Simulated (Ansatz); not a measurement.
A made-up structure of CH$_{6}$BS (charge +1), closed shell:

```xyz
9
angstrom
C 0.1411 -0.3894 -0.4939
B -0.6176 0.9223 -0.5835
S 0.2173 -1.3276 1.1816
H -1.3060 0.9050 -1.5045
H 0.1651 1.7233 -0.8449
H -1.2056 1.2763 0.3393
H 0.6369 -0.9438 -1.2492
H 1.5030 -1.7403 1.1859
H 0.3755 -0.3097 2.0550
```

It is relaxed with PBE-D4/def2-SVP and then PBE0-D4/def2-TZVP (Ansatz 0.2.0). Atoms count as bonded within 1.22 times the sum of their covalent radii (H–H: 0.88 Å). The end point is not checked to be a true minimum.

Does its bonding change? (A judgement: the text doesn't fix the answer.)

The calculation gives: Yes. Formed: H4–H5; broken: none.

Where it ends: The first stage lowers the energy by 1.51 eV in 15 steps. It ends as CH₆BS ([SH2][CH][BH]1[H][H]1), total charge +1:
C1  (0.152, -0.450, -0.375)
B2  (-0.480, 0.818, -0.256)
S3  (0.393, -1.486, 1.014)
H4  (-0.996, 1.147, -1.508)
H5  (-0.231, 1.470, -1.458)
H6  (-0.910, 1.533, 0.578)
H7  (0.436, -0.965, -1.287)
H8  (1.677, -1.234, 1.384)
H9  (-0.130, -0.716, 1.994)
(Å)

Labels in which every atom is bracketed show which atoms are joined, not bond orders.

For scale, one of the runs: PBE0-D4/def2-TZVP relaxation, 135 basis functions, launched by `ansatz run in.yaml --threads 2 --pin off --events-out ev --progress --plain --max-ram 4352MiB`. Hardware: 2 CPU threads of an Arm Neoverse V2, shared host. Wall time about 24 s.
